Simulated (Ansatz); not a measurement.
Mulliken charges of `OC(O)(F)CF` from B3LYP/def2-TZVPP in Ansatz (PBE0-D4/def2-TZVP geometry).

| atom | x (Å) | y (Å) | z (Å) | charge (e) |
| --- | --- | --- | --- | --- |
| O1 | 1.018 | -0.298 | -1.049 | -0.315 |
| C2 | -0.034 | -0.417 | -0.177 | 0.407 |
| O3 | 0.191 | -1.445 | 0.678 | -0.295 |
| F4 | -1.177 | -0.662 | -0.924 | -0.222 |
| C5 | -0.280 | 0.838 | 0.639 | 0.062 |
| F6 | -0.372 | 1.907 | -0.226 | -0.248 |
| H7 | 0.853 | 0.465 | -1.616 | 0.213 |
| H8 | 0.535 | -2.187 | 0.168 | 0.207 |
| H9 | -1.213 | 0.748 | 1.197 | 0.098 |
| H10 | 0.562 | 1.000 | 1.313 | 0.093 |

By hand: the dipole of these point charges (1 e Å = 4.8032 D).

Σ q r = (0.171, -0.111, 0.289) e Å, of length 0.354 e Å = 1.70 D.

How does the dipole of the full density compare? (Estimate.)

The calculation gave: (0.185, -0.043, 0.095) e Å, 1.02 D; the point charges give 1.67 times that, at 32° from its direction.

Point charges leave out the atoms' own dipoles, such as those of lone pairs, and Mulliken's split depends on the basis, so the two needn't agree.

B3LYP here is the variant with VWN-RPA as its local correlation; programs differ in this.
